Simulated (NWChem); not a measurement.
# One shape, several levels: C2H3Cl2F (1,1-dichloro-1-fluoroethane)

Aim: a comparison of 6 runs (B3LYP/6-31G*, SVWN5/6-31G*, BLYP/6-31G*, PBE/6-31G*, revPBE/6-31G*, CCSD/6-31G*) of C2H3Cl2F (1,1-dichloro-1-fluoroethane). 

Program for the calculation: NWChem 7.3.0.

## Step 1: The structure to begin with

C2H3Cl2F: 8 atoms, total charge 0, spin state singlet. As SMILES, `CC(F)(Cl)Cl`. Geometry: relaxed at PBE0-D4/def2-TZVP.

Bond lengths: C1–C2 1.502 Å, C2–F3 1.348 Å, C2–Cl4 1.776 Å, C2–Cl5 1.776 Å, C1–H6 1.091 Å, C1–H7 1.091 Å, C1–H8 1.088 Å. Some angles: C1–C2–F3 110.1°, C1–C2–Cl4 111.1°, C1–C2–Cl5 111.1°, F3–C2–Cl4 107.6°, F3–C2–Cl5 107.6°, Cl4–C2–Cl5 109.3°, C2–C1–H6 108.9°, C2–C1–H7 108.9°, C2–C1–H8 110.1°, H6–C1–H7 109.8°.

## Step 2: Energy and gradient at B3LYP/6-31G(d) (Cartesian functions) (run 1)

c2h3cl2f.nw

```
start c2h3cl2f
memory stack 880 mb heap 220 mb global 1100 mb

geometry noautosym nocenter noautoz
   C     -0.133500    -0.505900     0.646300
   C      0.199400     0.391300    -0.511300
   F      1.523600     0.643200    -0.537400
   Cl    -0.232400    -0.372700    -2.055900
   Cl    -0.641100     1.950200    -0.373000
   H      0.163400    -0.011800     1.572000
   H      0.414900    -1.442000     0.535900
   H     -1.202100    -0.709300     0.667600
end

basis
   * library 6-31G*
end

dft
   xc b3lyp
   grid xfine
   convergence energy 1e-08
   iterations 100
   mulliken
   print low
end

task dft gradient
```

Run with:

```console
$ nwchem c2h3cl2f.nw > c2h3cl2f.out
```

The log of the run:

```text
[...]
 d= 0,ls=0.0,diis     1  -1098.0732511075 -1.40D+03  2.25D-02  1.66D+00     4.0
[...]
 d= 0,ls=0.0,diis    10  -1098.2459064476 -2.36D-09  2.46D-07  8.35D-10    30.4
         Total DFT energy =    -1098.245906447597
      One electron energy =    -2111.604935777333
           Coulomb energy =      792.325010136905
    Exchange-Corr. energy =      -78.971227349145
 Nuclear repulsion energy =      300.005246541976
[...]
                         DFT ENERGY GRADIENTS
    atom               coordinates                        gradient
                 x          y          z           x          y          z
   1 C      -0.252278  -0.956012   1.221330    0.001196   0.002789  -0.003545
   2 C       0.376811   0.739450  -0.966217   -0.001842   0.001619  -0.002663
   3 F       2.879187   1.215472  -1.015539   -0.008923  -0.001035  -0.000735
   4 Cl     -0.439172  -0.704301  -3.885088    0.002851   0.007097   0.012603
   5 Cl     -1.211503   3.685344  -0.704868    0.006417  -0.013137  -0.002042
   6 H       0.308781  -0.022299   2.970649   -0.000636  -0.000255  -0.001986
   7 H       0.784047  -2.724985   1.012704   -0.000997   0.001774  -0.000512
   8 H      -2.271640  -1.340383   1.261581    0.001934   0.001148  -0.001121
 Task  times  cpu:       36.2s     wall:       36.2s
 Total times  cpu:       36.3s     wall:       36.3s
```

Run time: 37 s. Hardware: 1 thread of Intel Xeon 6975P-C (Granite Rapids), shared host; peak memory 0.14 GiB.

## Step 3: Energy and forces at SVWN5/6-31G(d) (spherical functions) (run 2)

c2h3cl2f.nw

```
start c2h3cl2f
title "C2H3Cl2F SVWN5"
memory 2200 mb
charge 0

geometry noautosym nocenter noautoz
   C       -0.133500      -0.505900       0.646300
   C        0.199400       0.391300      -0.511300
   F        1.523600       0.643200      -0.537400
   Cl      -0.232400      -0.372700      -2.055900
   Cl      -0.641100       1.950200      -0.373000
   H        0.163400      -0.011800       1.572000
   H        0.414900      -1.442000       0.535900
   H       -1.202100      -0.709300       0.667600
end

basis spherical bse
   C library 6-31G*
   F library 6-31G*
   Cl library 6-31G*
   H library 6-31G*
end

dft
   xc slater vwn_5
   grid xfine
   convergence energy 1e-08
   iterations 100
   mulliken
   print low
end

task dft gradient
```

Run with:

```console
$ nwchem c2h3cl2f.nw > c2h3cl2f.out
```

The log of the run:

```text
[...]
 d= 0,ls=0.0,diis     1  -1093.6993578258 -1.39D+03  2.75D-02  1.89D+00     2.0
[...]
 d= 0,ls=0.0,diis    11  -1093.8871528844 -6.23D-11  1.11D-07  1.64D-10    15.3
         Total DFT energy =    -1093.887152884353
      One electron energy =    -2111.401250315835
           Coulomb energy =      792.099112918720
    Exchange-Corr. energy =      -74.590262029214
 Nuclear repulsion energy =      300.005246541976
[...]
                         DFT ENERGY GRADIENTS
    atom               coordinates                        gradient
                 x          y          z           x          y          z
   1 C      -0.252278  -0.956012   1.221330   -0.001937  -0.007534   0.009943
   2 C       0.376811   0.739450  -0.966217   -0.006669   0.001933  -0.004270
   3 F       2.879187   1.215472  -1.015539    0.003418   0.001094  -0.000676
   4 Cl     -0.439172  -0.704301  -3.885088    0.001057   0.002791   0.003550
   5 Cl     -1.211503   3.685344  -0.704868    0.002237  -0.003881  -0.001271
   6 H       0.308781  -0.022299   2.970649   -0.002453  -0.003904  -0.007304
   7 H       0.784047  -2.724985   1.012704   -0.004438   0.007358   0.000859
   8 H      -2.271640  -1.340383   1.261581    0.008784   0.002143  -0.000831
 Task  times  cpu:       19.7s     wall:       19.7s
 Total times  cpu:       19.8s     wall:       19.8s
```

Wall time 20 s (1 thread of Intel Xeon 6975P-C (Granite Rapids), shared host); peak memory 0.13 GiB.

Runs 3 to 5 aren't shown in full; the table further down has their settings and results.

## Step 4: The energy at CCSD/6-31G(d) (spherical functions) (run 6)

run.nw

```
start run
title "C2H3Cl2F"
memory total 2200 mb
geometry noautosym nocenter noautoz
 C    -0.133500   -0.505900    0.646300
 C     0.199400    0.391300   -0.511300
 F     1.523600    0.643200   -0.537400
 Cl   -0.232400   -0.372700   -2.055900
 Cl   -0.641100    1.950200   -0.373000
 H     0.163400   -0.011800    1.572000
 H     0.414900   -1.442000    0.535900
 H    -1.202100   -0.709300    0.667600
end
basis "ao basis" spherical bse
 * library 6-31G*
end
scf
 thresh 1e-08
 maxiter 80
 noprint "final vectors analysis"
end
ccsd
 freeze core 13
 maxiter 60
end
task ccsd energy
```

Run with:

```console
$ nwchem run.nw > run.out
```

The log of the run:

```text
[...]
  functions       =    84
[...]
  wavefunction    = RHF
[...]
         Total SCF energy =  -1095.867937206132
      One-electron energy =  -2110.944971279022
      Two-electron energy =    715.071787530915
 Nuclear repulsion energy =    300.005246541976
        Time for solution =     16.1s
[...]
 Total MP2 energy:          -1096.557252144361428
[...]
             energy      energy      error      ampl     ampl      Block
                                                time     time      time
[...]
 Total CCSD energy:          -1096.599035031460289
[...]
```

It took 1.9 min on 1 thread of Intel Xeon 6975P-C (Granite Rapids), shared host; peak memory 0.24 GiB.

## Step 5: All runs side by side

```csv
run,level,Cartesian functions,task,energy (Eh),largest force (eV/Å),wall time
1,B3LYP/6-31G* (Cartesian functions),yes,gradient,-1098.245906,0.759,37 s
2,SVWN5/6-31G* (spherical functions),no,gradient,-1093.887153,0.649,20 s
3,BLYP/6-31G* (spherical functions),no,gradient,-1098.144379,1.330,34 s
4,PBE/6-31G* (spherical functions),no,gradient,-1097.636116,0.851,34 s
5,revPBE/6-31G* (spherical functions),no,gradient,-1097.983434,1.063,32 s
6,CCSD/6-31G* (spherical functions),no,energy,-1096.599035,–,1.9 min
```

## Step 6: What came out

| quantity | value |
| --- | --- |
| run 6: total energy | -1096.59904 Eh |
| run 6: correlation energy (13 core orbitals frozen) | -731.1 mEh |

What this shows: Over runs 3, 4, 5 the dipole moment (its size) runs from 1.95 D (BLYP/6-31G*) to 2.00 D (PBE/6-31G*). Totals of different functionals can't be ranked against each other. All runs together took 4.5 min, the longest 1.9 min.
